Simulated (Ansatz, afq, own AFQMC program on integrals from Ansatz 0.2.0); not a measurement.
# AlSiH, triplet: AFQMC among the cluster methods

| atom | x (Å) | y (Å) | z (Å) |
| --- | --- | --- | --- |
| Si | 0.0000 | -0.0634 | 2.0558 |
| Al | 0.0000 | -0.0208 | -2.1607 |
| H | 0.0000 | 2.3245 | 0.5564 |

Connectivity, by distances: Si ··· Al ··· H.

Basis 6-31G. Only valence electrons are correlated. Ansatz 0.2.0 and our own AFQMC program on the same integrals; the CISD trial comes from CCSD amplitudes, and released means the phaseless constraint is let go. Uncertainties: one standard error, sampling alone.

Determinant: ROHF, the one that the program's search chose, which needn't be the lowest solution. The geometry is a point of a scan.

Full CI on the same integrals is exact in this basis and with this determinant's frozen core.

Cautions: lower spins were not checked; a spin-contaminated unrestricted determinant lies lower (UHF 1.94 eV lower, ⟨S²⟩ 2.84); the search met a lower determinant of the same kind, perhaps of another symmetry (1.00 eV lower); strong correlation (T1 0.112, weight of the determinant 0.67, largest double 0.23); CCSD(T) is in doubt: in a space of 8 electrons in 9 natural orbitals full CI lies 109 meV below it; the CCSDT(Q) amplitudes may be one of several solutions (largest double 0.22); the CCSDTQ amplitudes may be one of several solutions (largest double 0.22); the released energy hasn't reached full CI (120 meV above it at 0.99 1/Eh, later times being too noisy to tell), so no released level is given (meV from the phaseless value at times in 1/Eh: -9 ± 5 at 0.24, -18 ± 3 at 0.51, -15 ± 7 at 0.99, -31 ± 13 at 1.62, 404 ± 467 at 2.40).

The T1 diagnostic is 0.1120. The weight of the determinant in the CISD state is 0.670 and the size of the correlated space is 8 electrons in 18 orbitals.

| level | correlation energy (eV) |
| --- | --- |
| MP2 | -2.6602 |
| CCSD | -3.9066 |
| CCSD(T) | -3.9994 |

Task: Estimate where full CI lies against CCSD(T) on the same integrals.

Result: 12.2 kJ/mol below CCSD(T).

Reference: full CI, correlation energy -4.126 eV. The cautions show a poor starting determinant, so the rows tell how each method copes with it here, and full CI is the sure value.

| level | E − E(reference) (kJ/mol) | share of correlation (%) |
| --- | --- | --- |
| CCSD(T) | 12.2 | 96.94 |
| CCSDT | 2.4 | 99.40 |
| CCSDT(Q) | 0.3 | 99.92 |
| CCSDTQ | 0.2 | 99.95 |
| ph-AFQMC/CISD | 13.0 ± 0.4 | 96.73 |

CCSDT and higher add their correlation energy to the determinant of the CCSD(T) run, since their own runs factorise the integrals more tightly (a shift of under 2 meV).
